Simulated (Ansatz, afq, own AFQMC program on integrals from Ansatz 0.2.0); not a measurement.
SiH4, singlet in 6-31G, levels against full CI

```xyz
5

Si    0.0000    0.0000    0.0000
H     2.0438    2.0507    2.0461
H    -2.0526   -2.0404    2.0476
H    -2.0411    2.0430   -2.0564
H     2.0499   -2.0533   -2.0373
```

Basis 6-31G. Only valence electrons are correlated. Integrals, coupled cluster, full CI and functionals: Ansatz 0.2.0; the random walks run on the same integrals in our own AFQMC program. ph-AFQMC/CISD is guided by a CISD state made of CCSD amplitudes; releasing the constraint for a short imaginary time cuts its bias at the price of noise, slowly where states lie close. ± is one standard error of the sampling.

Determinant: UHF, the one that the program's search chose, which needn't be the lowest solution. The geometry is a point of a scan.

Full CI on the same integrals is exact in this basis and with this determinant's frozen core.

Cautions: strong correlation (T1 0.026, weight of the determinant 0.84, largest double 0.16); unrestricted determinant spin contaminated (⟨S²⟩ 2.94 against 0.00); the released energies have errors that jump between times, so the bars are unsure, so no released level is given (meV from the phaseless value at times in 1/Eh: -3.5 ± 2.0 at 0.24, -8.4 ± 1.9 at 0.51, -25 ± 14 at 0.99, -17 ± 4 at 1.62, -15.4 ± 2.3 at 2.40); the next higher spin lies close (full CI puts it 52 meV above); CCSDT(Q) on the RHF determinant differs (374 meV higher), perhaps since the unrestricted series falls towards higher spin; walk and cluster series may follow different spin states.

```
T1 diagnostic                               : 0.0259
weight of the determinant in the CISD state : 0.843
⟨S²⟩ of the determinant                     : 2.937
size of the correlated space                : 8 electrons in 16 orbitals
```

Reference: full CI, correlation energy -0.830 eV. The cautions show a poor starting determinant, so the rows tell how each method copes with it here, and full CI is the sure value.

| level | E − E(reference) (kJ/mol) | share of correlation (%) |
| --- | --- | --- |
| HF | 80.1 | 0.00 |
| MP2 | 39.9 | 50.19 |
| CCSD | 10.8 | 86.51 |
| CCSD(T) | 9.3 | 88.33 |
| CCSDT | 6.6 | 91.81 |
| CCSDT(Q) | 6.4 | 92.07 |
| ph-AFQMC/CISD | 5.5 ± 0.2 | 93.09 |

CCSDT and higher add their correlation energy to the determinant of the CCSD(T) run, since their own runs factorise the integrals more tightly (a shift of under 2 meV).
